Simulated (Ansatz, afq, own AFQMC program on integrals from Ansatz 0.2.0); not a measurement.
Where AFQMC and coupled cluster stand for Ge2H2, triplet

```xyz
4

Ge    0.0000   -0.2337    1.1835
Ge    0.0000    0.2320   -1.1776
H     0.0000    1.3302    1.4161
H     0.0000   -1.2031   -1.8414
```

Connectivity, by distances: GeH–GeH.

Basis cc-pVDZ. Noble-gas cores (and the filled d shells of Ga–Kr and In–Xe) are frozen. AFQMC by an in-house program on the Cholesky factors that Ansatz 0.2.0 writes for its CCSD(T) run. ph-AFQMC/CISD is guided by a CISD state made of CCSD amplitudes; releasing the constraint for a short imaginary time cuts its bias at the price of noise, slowly where states lie close. Error bars are statistical, one sigma. No spin–orbit coupling.

Determinant: UHF, the one that the program's search chose, which needn't be the lowest solution. The geometry is a point of a scan.

No full CI on the walks' own integrals is used here; CCSDT(Q) serves as the reference and is uncertain by about the last step of the cluster series.

Cautions: no relativity below Rb; no spin-orbit coupling; inner d shell frozen; lower spins were not checked.

```
T1 diagnostic                               : 0.0283
weight of the determinant in the CISD state : 0.853
⟨S²⟩ of the determinant                     : 2.040
size of the correlated space                : 10 electrons in 36 orbitals
```

```tsv
level	correlation energy (eV)
MP2	-3.9533
CCSD	-4.9665
CCSD(T)	-5.1545
```

(1) Estimate where AFQMC with the constraint released lies against CCSD(T) on the same integrals.

(1) 36.3 ± 11.2 meV below CCSD(T).

Reference: CCSDT(Q), correlation energy -5.212 eV. The released energy is read at 2.40 1/Eh (meV from the phaseless value at times in 1/Eh: -4 ± 15 at 0.24, -6 ± 12 at 0.51, -18 ± 12 at 0.99, -20 ± 11 at 1.62, -6 ± 11 at 2.40).

| level | E − E(reference) (meV) | share of correlation (%) |
| --- | --- | --- |
| CCSD(T) | 57.9 | 98.89 |
| CCSDT | 12.6 | 99.76 |
| ph-AFQMC/CISD | 27.6 ± 12.4 | 99.47 |
| released AFQMC | 21.6 ± 11.2 | 99.59 |

A walk keeps the symmetry of its determinant, which the program's search chose and which needn't be the lowest solution, so a lower state of the same spin and another symmetry isn't excluded. Released energies are given only where the last usable release times agree within the noise; a slower fall can still hide under it.
